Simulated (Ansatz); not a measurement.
# BSiN (triplet): from Hartree-Fock to the top rungs at a displaced geometry (v1), cc-pVDZ

One table from this session's results is given with a row withheld; the runs are named, their logs left out.

Method: cc-pVDZ, core rule «outside noble gas», up to 7 orbitals frozen; program: Ansatz 0.2.0, Gaussian basis.

To be run: UHF; CCSD(T) on ROHF; CCSD(T) on UHF; BCCD(T) on ROHF; CISD as a restricted active space (open shells left free, so some higher excitations enter); CCSDT(Q) on ROHF; CCSDT(Q) on UHF.

31 further runs of the same task are left out: 6 for a known fault of the program, 11 that didn't finish, 14 set aside as unsound or not needed. Runs told in other sessions of the task aren't counted.

## The system

The geometry is a PBE0/def2-TZVP stationary point (not a proven minimum) with its atoms shifted at random (size 0.040 Å).

3 atoms, charge 0, spin multiplicity 3.

Atoms are counted from 1 here; the program's logs count them from 0.

Bond lengths: B1–N2 1.263 Å, N2–Si3 1.633 Å. Angles: B1–N2–Si3 176.7°.

Set-up of the first run:

in.yaml reads:

```yaml
crystal:
  periodic: [false, false, false]
  atoms:
    - {symbol: B, position_ang: [-0.015433, -0.009008, -1.386127]}
    - {symbol: N, position_ang: [-0.016266, -0.025151, -0.122780]}
    - {symbol: Si, position_ang: [0.031698, 0.034159, 1.508907]}
basis:
  gaussian: {orbitals: cc-pVDZ}
magnetization: {spin_polarized: true, initial_magnetization: 2}
hamiltonian: {xc: hf}
output: {orbitals: {seedname: orbitals}}
```

Launch:

```bash
$ ansatz run in.yaml --threads 1 --pin off --events-out ev --progress --plain --max-ram 2393MiB
```

Among the steps run: UHF; CCSD(T) on ROHF; CCSD(T) on UHF; BCCD(T) on ROHF; CISD as a restricted active space (open shells left free, so some higher excitations enter); CCSDT(Q) on ROHF; CCSDT(Q) on UHF.

One table of the session follows, with a row left open; its other results are not shown here.

| method | from UCCSDT(Q) (kJ/mol) |
| --- | --- |
| ROHF | +825.8 |
| UHF | +792.8 |
| RMP2 | +98.9 |
| UMP2 | +108.2 |
| CISD | ? |
| RCCSD | +40.7 |
| UCCSD | +39.5 |
| RCCSD(T) | +6.1 |
| UCCSD(T) | +7.1 |
| BCCD(T) | +6.5 |
| RCCSDT | +3.5 |
| UCCSDT | +3.4 |
| RCCSDT(Q) | +0.5 |
| UCCSDT(Q) | 0 |

Estimate the missing values for CISD.

The run gave: from UCCSDT(Q) (kJ/mol): +116.8. In the column «from UCCSDT(Q) (kJ/mol)» it lies between UMP2 (+108.2) and UHF (+792.8).

Caveats from the session: Restricted and unrestricted rows rest on different reference determinants; a gap between their highest levels can come from leftover correlation error, from unlike frozen cores or from another state.
